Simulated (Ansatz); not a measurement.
**CH₃Na: basis-set convergence**

One table from this session's results is given with a row withheld; the runs are named, their logs left out.

Method: one geometry, several basis sets; program: Ansatz 0.2.0, Gaussian basis.

Plan: PBE0-D4/def2-SVP; ωB97M-V/def2-SVP; PBE0-D4/def2-QZVPP; ωB97M-V/def2-QZVPP; the functionals' def2-TZVPP values are taken from earlier runs.

### The relaxed structure

All runs share one geometry, relaxed beforehand with PBE0-D4 in a triple-zeta def2 set.

5 atoms, charge 0, spin multiplicity 1.

Atoms are counted from 1 here; the program's logs count them from 0.

Bond lengths: C1–Na2 2.300 Å, C1–H3 1.095 Å, C1–H4 1.095 Å, C1–H5 1.095 Å. Angles: Na2–C1–H3 110.6°, Na2–C1–H4 110.6°, Na2–C1–H5 110.6°, H3–C1–H4 108.3°, H3–C1–H5 108.3°, H4–C1–H5 108.3°.

Geometry (Å):

```csv
atom,x (Å),y (Å),z (Å)
C1,-0.0987,-0.0666,-0.2026
Na2,0.9946,0.4554,1.7527
H3,-0.0202,-1.1380,-0.4142
H4,-1.1600,0.1929,-0.1322
H5,0.3342,0.4826,-1.0450
```

The first run:

File in.yaml:

```yaml
crystal:
  periodic: [false, false, false]
  atoms:
    - {symbol: C, position_ang: [-0.098712, -0.066636, -0.202637]}
    - {symbol: Na, position_ang: [0.994624, 0.455411, 1.752737]}
    - {symbol: H, position_ang: [-0.020200, -1.137974, -0.414189]}
    - {symbol: H, position_ang: [-1.160018, 0.192878, -0.132206]}
    - {symbol: H, position_ang: [0.334205, 0.482620, -1.045005]}
basis:
  gaussian: {orbitals: def2-SVP}
hamiltonian: {xc: pbe0, dispersion: d4}
output: {orbitals: {seedname: orbitals}}
```

Started as:

```console
> ansatz run in.yaml --threads 2 --pin off --events-out ev --progress --plain --max-ram 22528MiB --backend cpu
```

Among the steps run: PBE0-D4 in def2-SVP; ωB97M-V in def2-SVP; PBE0-D4 in def2-QZVPP; ωB97M-V in def2-QZVPP.

One table of the session follows, with a row left open; its other results are not shown here.

It belongs to the step «Density functionals: the series». 

```
functional       basis  HOMO (eV)  LUMO (eV)
   PBE0-D4    def2-SVP      -4.44      -1.14
   PBE0-D4  def2-TZVPP      -4.59      -1.25
   PBE0-D4  def2-QZVPP      -4.60      -1.27
   ωB97M-V    def2-SVP      -6.54      -0.22
   ωB97M-V  def2-TZVPP          ?          ?
   ωB97M-V  def2-QZVPP      -6.70      -0.50
```

Q: Estimate the row for ωB97M-V, def2-TZVPP from the others.

**Answer.** HOMO (eV): -6.68; LUMO (eV): -0.39. In the column «HOMO (eV)» it lies between ωB97M-V, def2-QZVPP (-6.70) and ωB97M-V, def2-SVP (-6.54).
